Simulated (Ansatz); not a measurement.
**How far each method lies from UCCSDT(Q) for [CH3···H···H], doublet**

Geometry: a point of a hydrogen-transfer path between rigid fragments, not a stationary point.

```xyz
6

C    -0.1368    0.0000    0.0000
H    -0.5000    1.0273    0.0000
H    -0.5000   -0.5137    0.8897
H    -0.5000   -0.5137   -0.8897
H     1.1522    0.0000    0.0000
H     1.9772    0.0000    0.0000
```

Basis cc-pVDZ; Ansatz 0.2.0. Correlated methods freeze the noble-gas cores, which leaves 9 electrons in 38 orbitals. R marks a restricted (for open shells ROHF) determinant, U an unrestricted one. Active spaces: valence = (9e, 9o) chosen from the atoms' valence shells; pair = (3e, 3o) about the gap.

Full CI isn't at hand for all of this; UCCSDT(Q) serves as the reference, and is uncertain by about the last step of the cluster series. The frozen core follows each run's orbitals, which can shift R against U totals by a few meV.

For open shells CISD is restricted-active-space CI with the open shells as a complete middle space.

The UHF ⟨S²⟩ is 0.777 and the T1 diagnostic (RCCSD) is 0.0178. The largest doubles amplitude (RCCSD) is 0.046. The T1 diagnostic (UCCSD) is 0.0117.

```json
{"level": "UHF", "E − E(RHF) (eV)": "-0.2537"}
{"level": "RMP2", "E − E(RHF) (eV)": "-4.8950"}
{"level": "UMP2", "E − E(RHF) (eV)": "-4.8403"}
{"level": "RCCSD", "E − E(RHF) (eV)": "-5.6219"}
{"level": "UCCSD", "E − E(RHF) (eV)": "-5.6272"}
{"level": "RCCSD(T)", "E − E(RHF) (eV)": "-5.7418"}
{"level": "UCCSD(T)", "E − E(RHF) (eV)": "-5.7410"}
```

Task: Estimate how far UCCSDT(Q) in cc-pVDZ lies from RCCSD(T). The table doesn't fix it; the size of (T) and the diagnostics are the guide.

Result: UCCSDT(Q) in cc-pVDZ lies 0.43 kcal/mol below RCCSD(T), which is 16 % of the (T) step (-2.77 kcal/mol). The diagnostics are small and one determinant leads, so the series closes fast and only a small part of (T) is left.

The other levels:

```json
{"level": "CISD", "E − E(UCCSDT(Q)) (kcal/mol)": "9.95", "share of correlation (%)": "92.51", "wall time": "0.87 s"}
{"level": "BCCD(T)", "E − E(UCCSDT(Q)) (kcal/mol)": "0.44", "share of correlation (%)": "99.67", "wall time": "0.9 s"}
{"level": "RCCSDT", "E − E(UCCSDT(Q)) (kcal/mol)": "0.12", "share of correlation (%)": "99.91", "wall time": "–"}
{"level": "UCCSDT", "E − E(UCCSDT(Q)) (kcal/mol)": "0.11", "share of correlation (%)": "99.92", "wall time": "–"}
{"level": "RCCSDT(Q)", "E − E(UCCSDT(Q)) (kcal/mol)": "0.01", "share of correlation (%)": "100.00", "wall time": "13 s"}
{"level": "CASSCF (valence space)", "E − E(UCCSDT(Q)) (kcal/mol)": "76.54", "share of correlation (%)": "42.38", "wall time": "–"}
{"level": "NEVPT2 (valence space)", "E − E(UCCSDT(Q)) (kcal/mol)": "18.94", "share of correlation (%)": "85.74", "wall time": "2.3 s"}
{"level": "MRCISD (valence space)", "E − E(UCCSDT(Q)) (kcal/mol)": "3.35", "share of correlation (%)": "97.48", "wall time": "–"}
{"level": "MRCISD+Q (valence space)", "E − E(UCCSDT(Q)) (kcal/mol)": "0.09", "share of correlation (%)": "99.93", "wall time": "4.7 s"}
{"level": "MRCISD+Q(relaxed) (valence space)", "E − E(UCCSDT(Q)) (kcal/mol)": "-0.33", "share of correlation (%)": "100.25", "wall time": "6.5 s"}
```

The correlation energy at UCCSDT(Q), counted from RHF, is -5.761 eV. That run took 11 s on 1 thread of Intel Xeon 6975P-C, shared host.

Run but not shown, since their state or frozen core can't be matched to the reference's or they repeat it: CASSCF (pair space), NEVPT2 (pair space), MRCISD (pair space), MRCISD+Q (pair space).

Times hold each run's SCF and search for its determinant on a shared host, so for small cases they say little of a method's own cost; they ran on 1 thread of Intel Xeon 6975P-C.

Natural occupations of CASSCF (valence space) about the gap: 1.984 1.977 1.977 1.975 0.999 0.025 0.021 0.021 0.020; effectively unpaired electrons, Σ n²(2−n)², 1.01.
